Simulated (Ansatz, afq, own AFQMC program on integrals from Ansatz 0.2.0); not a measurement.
**Al, doublet: AFQMC among the cluster methods**

A free Al atom.

Basis aug-cc-pVTZ. Only valence electrons are correlated. Ansatz 0.2.0 and our own AFQMC program on the same integrals; the CISD trial comes from CCSD amplitudes, and released means the phaseless constraint is let go. Free projection: walkers drawn from exp(T), propagated without any constraint. Its projection time is finite, and what remains of the start isn't in its error. ± is one standard error of the sampling.

Determinant: UHF, the one that the program's search chose, which needn't be the lowest solution.

Full CI on the same integrals is exact in this basis and with this determinant's frozen core.

```
T1 diagnostic                               : 0.0188
weight of the determinant in the CISD state : 0.931
⟨S²⟩ of the determinant                     : 0.770
size of the correlated space                : 3 electrons in 45 orbitals
```

Reference: full CI, correlation energy -1.437 eV. The released energy is read at 1.50 1/Eh (meV from the phaseless value at times in 1/Eh: 0.3 ± 0.9 at 0.24, -2.2 ± 1.3 at 0.50, -1.5 ± 0.9 at 1.00, -1.8 ± 0.4 at 1.50).

| level | E − E(reference) (kJ/mol) | share of correlation (%) |
| --- | --- | --- |
| HF | 138.7 | 0.00 |
| MP2 | 43.9 | 68.34 |
| CCSD | 4.4 | 96.84 |
| CCSD(T) | 1.3 | 99.07 |
| ph-AFQMC/HF | 6.6 ± 1.1 | 95.22 |
| ph-AFQMC/CISD | 0.4 ± 0.08 | 99.70 |
| released AFQMC | 0.2 ± 0.04 | 99.83 |
| free AFQMC | 0.0 ± 0.03 | 99.98 |

Free projections are given only where their last times agree within the noise and don't stop above the reference; a slow remainder of the start can still hide under it. A walk keeps the symmetry of its determinant, which the program's search chose and which needn't be the lowest solution, so a lower state of the same spin and another symmetry isn't excluded. Released energies are given only where the last usable release times agree within the noise; a slower fall can still hide under it.
